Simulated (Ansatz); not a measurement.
We consider hcp Hf, described by r²SCAN-D4 in Ansatz (PAW).

Run with plane-wave cutoff 560 eV, 18×18×12 k mesh (along the axes of the cell as run), Fermi–Dirac smearing 0.05 eV, scalar-relativistic PAW data made under PBE.

Shape and atoms are relaxed at each volume.

Pressure at four volumes; x = ln(V/22.262 Å³). One pressure is withheld.

```
V (Å³/atom)        x  P (GPa)
-----------  -------  -------
21.372       -0.0408        ?
21.817       -0.0202     2.33
22.262        0.0000     0.02
23.153        0.0392    -4.06
```

Problem. Pass a parabola P(x) through the three rows shown, estimate the bulk modulus and its pressure derivative near zero pressure, and predict the withheld pressure.

Solution. Slopes between the rows: (0.02 − (2.33))/(0.0000 − (-0.0202)) = -114.36 and (-4.06 − (0.02))/(0.0392 − (0.0000)) = -104.08 GPa. Their difference over the span 0.0594 is c = 10.28/0.0594 = 173.1 GPa, so P(x) = 2.33 + (-114.36)(x − (-0.0202)) + 173.1 (x − (-0.0202))(x − (0.0000)). At the middle row B = −dP/dx = −[-114.36 + 173.1 × 0.0202] = 110.9 GPa, and B′ = dB/dP = 2c/B = 3.1. At x = -0.0408 the parabola gives 4.83 GPa; the run gives 4.86 GPa. The Birch–Murnaghan fit to the energies at all volumes has B0 = 111 GPa and B′ = 3.3.

Measured, for comparison: bulk modulus 110 GPa (zero-point energy and finite temperature contributions removed; as tabulated in doi:10.1021/acs.jctc.3c00612). Computed (rounded) less measured: bulk modulus +0.9 %.

Note: the bulk modulus comes from volumes at which shape and atoms were relaxed.

Spin–orbit coupling is not included.

Ansatz is a program for electronic structure.
